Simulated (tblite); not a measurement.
Q: What does the GFN2-xTB structure of `C/[C]=C\Cl` [radical] look like in three dimensions? (Doublet state.)

A: 
```xyz
8
C3H4Cl angstrom
C     -1.1662    0.2990   -0.0111
C      0.0336   -0.4707    0.2169
C      1.2948   -0.6040    0.1350
Cl     2.3723    0.6942   -0.6007
H     -0.9262    1.2471   -0.5058
H     -1.6578    0.5202    0.9364
H     -1.8560   -0.2563   -0.6471
H      1.9147   -1.4200    0.4517
```

Orientation and origin are arbitrary. Atoms count from 1 in this order. The 2 C–C bonds span 1.271 Å (C2=C3, drawn double) to 1.444 Å (C1–C2, drawn single), a spread of 0.173 Å. The 4 heavy atoms lie in one plane (0.000 Å rms). C3 (carbon bonded to C, Cl and H) is planar (angles 129.4°, 122.2° and 108.4°, sum 360.0°, 0.00 Å off the plane of its three neighbours).

Bonds between heavy atoms (Å): C1–C2 1.444, C2=C3 1.271, C3–Cl4 1.841.

Computed geometry: GFN2-xTB, gas phase. This method treats the open shell by occupation alone, without spin polarisation.

Point group: Cs (tolerance 0.08 Å). Its GFN2-xTB frequencies are all real (lowest 69 cm⁻¹).

Time: 0.2 s of wall time. Hardware: Arm Neoverse V1, one thread, on a shared host. That covers the optimisation of the geometry.
